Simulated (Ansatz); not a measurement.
Geometry optimisation, Ansatz, RKS r2SCANh-D4/def2-SVP.

The input (input.yaml):

```yaml
crystal:
  periodic: [false, false, false]
  atoms:
    - { symbol: Si, position_ang: [0.0, 0.0, 0.0] }
    - { symbol: F, position_ang: [0.9996, 0.0, 1.4848] }
    - { symbol: H, position_ang: [1.6189, 0.0, 0.3673] }
    - { symbol: Cl, position_ang: [-1.0032, 1.7381, -0.7093] }
    - { symbol: H, position_ang: [-0.6877, -1.1914, -0.4862] }
basis:
  gaussian: { orbitals: def2-SVP }
hamiltonian:
  xc: r2scanh
  dispersion: d4
relax:
  f_tol: 0.15
  max_steps: 25
  restrain:
    - { distance: [1, 2], at: 0.92, k: 30.0 }
    - { distance: [0, 1], at: 2.79, k: 30.0 }
    - { distance: [0, 2], at: 2.66, k: 30.0 }
```

Run as:

```bash
$ ansatz run input.yaml --threads 2 --pin off --max-ram 3072MiB --backend cpu --events-out ev --progress --plain --runs-dir out
```

Q: Where does it end, and by what steps?

A: The forces met the threshold. The restraints hold the end off the free minimum. After 12 steps the energy has fallen by 1.105 eV (the restraints' own energy left out); Si1 moved furthest, 0.86 Å. Parted: Si1–F2 (1.79 → 2.78 Å). Joined: F2–H3 (1.28 → 0.92 Å).

```csv
step,energy less start (eV),largest force component (eV/Å),accepted
0,0.0000,4.108,yes
1,1.0954,6.846,yes
2,1.7201,7.285,yes
3,0.8851,6.408,yes
4,-0.4052,2.820,yes
5,-0.9494,0.901,yes
6,-1.0712,0.407,yes
7,-1.0824,0.186,yes
8,-1.0856,0.825,yes
9,-1.0907,0.734,yes
10,-1.0069,2.281,no
11,-1.1034,0.356,yes
12,-1.1049,0.250,yes
```

```xyz
5
Properties=species:S:1:pos:R:3
Si -0.046 -0.036 -0.860
F 1.330 -0.073 1.555
H 1.959 0.061 0.891
Cl -1.267 1.643 -0.614
H -1.049 -1.049 -0.316
```

The run took 6.3 s on 2 threads of AMD EPYC 9R45 96-Core Processor (Zen 5), with other jobs on the host, peak memory 0.16 GiB.
